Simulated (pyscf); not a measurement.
This saddle point was located with ωB97X-D3(BJ)/def2-SVP in PySCF.

```
Si
H 1 1.4914
H 1 1.4914 2 109.58
H 1 1.4949 2 111.15 3 -124.22
I 1 2.7156 2 108.64 3 118.96
H 5 1.7733 1 76.03 2 111.19
```
Charge 0, spin multiplicity 2.

Surface: doublet, charge 0. Lowest wavenumbers (cm⁻¹): 1812i, 15, 277, 348, 446.

**Question.** What reaction is this the transition state of?

**Answer.** `[SiH3][I]` + `[H]` [doublet] ⇌ `[IH]` + `[SiH3]` [doublet], an atom transfer read from left to right: I–Si broken and H–I formed. At ωB97M-D3(BJ)/def2-TZVP it lies +21.6 kcal/mol from the left side and +19.2 kcal/mol from the right (each side as separated species at their lowest minima found). This saddle turned up in a search for another step; its sides and bond changes are read from the two ends of the descent. The same reactants have a lower exit, to •H₂Si–I + H₂ (barrier +4.4 kcal/mol at ωB97M-D3(BJ)/def2-TZVP, against +21.6 kcal/mol here). This is the saddle that the search found; another between the same sides may lie lower. The angle at the transferred I is 76°: a side-on saddle, likely not the lowest. Elements past Kr carry the def2 core potentials, without spin-orbit coupling.
